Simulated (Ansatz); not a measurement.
# BClH2O: the cost of one run

Method: RKS B3LYP/def2-SVP, in Ansatz 0.2.0.

## Step 1: The starting structure

Bond lengths: B1–Cl2 1.860 Å, B1–H3 1.190 Å, B1–O4 1.410 Å, O4–H5 1.010 Å. Angles: Cl2–B1–H3 120.0°, Cl2–B1–O4 120.0°, H3–B1–O4 120.0°, B1–O4–H5 109.5°.

As a file:

```xyz
5

B     0.0000    0.0000    0.0000
Cl    0.0000    0.0000    1.8600
H     1.0305    0.0000   -0.5950
O    -1.2211    0.0000   -0.7050
H    -1.7308   -0.8467   -0.4965
```

## Step 2: Relaxing the start

Input file input.yaml:

```yaml
crystal:
  periodic: [false, false, false]
  atoms:
    - { symbol: B, position_ang: [0.0, 0.0, 0.0] }
    - { symbol: Cl, position_ang: [0.0, 0.0, 1.86] }
    - { symbol: H, position_ang: [1.0305, 0.0, -0.595] }
    - { symbol: O, position_ang: [-1.2211, 0.0, -0.705] }
    - { symbol: H, position_ang: [-1.7308, -0.8467, -0.4965] }
basis:
  gaussian: { orbitals: def2-SVP }
hamiltonian:
  xc: b3lyp
relax:
  f_tol: 0.02
  max_steps: 40
```

The run is started by

```console
> ansatz run input.yaml --threads 1 --pin off --max-ram 2048MiB --backend cpu --events-out ev --progress --plain --runs-dir out
```

Q: Estimate wall time and peak memory on 1 thread of Arm Neoverse V1, shared host.

About 13 s, with a peak of 0.12 GiB.
